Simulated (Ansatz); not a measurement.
The input, for Ansatz 0.2.0:

```yaml
crystal:
  periodic: [false, false, false]
  atoms:
    - {symbol: F, position_ang: [0.000000, 0.000000, 0.000000]}
    - {symbol: Be, position_ang: [0.000000, 0.000000, 2.615000]}
basis:
  gaussian: {orbitals: STO-3G}
total_charge: 1
magnetization: {spin_polarized: false, initial_magnetization: 2}
correlation: {method: fci, electrons: outside_noble_gas}
```

```sh
$ ansatz run in.yaml --threads 1 --pin off --events-out ev --progress --plain --max-ram 2393MiB
```

Log:

```
143 factors; integrals over basis functions are off by at most 2.9e-7 eV
mean field evaluation 1: about -3050.1642 eV, gradient 4.6e0 eV
mean field evaluation 2: about -3050.1791 eV, gradient 4.6e0 eV
mean field evaluation 4: about -3050.5016 eV, gradient 1.1e0 eV
mean field evaluation 8: about -3050.5233 eV, gradient 1.2e-4 eV
mean field evaluation 16: about -3050.5233 eV, gradient 1.9e-5 eV
mean field evaluation 32: about -3050.5231 eV, gradient 8.7e-2 eV
mean field -3050.52331234 eV, -112.1046640097 hartree, gradient 2.2e-6 eV, S^2 2.000000; 8 other end points of the search recorded, 0 dependent functions left out
mean field evaluation 64: about -3050.5280 eV, gradient 1.8e-1 eV
determinant -3050.52331234 eV, -112.1046640097 hartree, with singles and doubles -3050.58391926 eV, -112.1068912727 hartree
determinant -3049.98084708 eV, -112.0847287788 hartree, with singles and doubles -3050.00109834 eV, -112.0854729989 hartree
2 core orbitals not correlated: weight in the atoms' cores, before any rotation towards them, 1.000 or more for the frozen orbitals, at most 0.000 for the correlated occupied ones
reference -3050.52331234 eV, -112.1046640097 hartree; 5, 3 occupied and 3, 5 virtual orbitals, 143 factors
state -3050.59769731 eV, -112.1073976066 hartree
Total energy: -3050.59769731 eV, -112.1073976066 hartree
```

Natural occupations: 1.9999 1.9998 1.9950 1.0001 0.9990 0.0031 0.0016 0.0015.

Ran on 1 thread of Intel Xeon, shared host: 1.1 s wall, 0.16 GiB peak host memory.
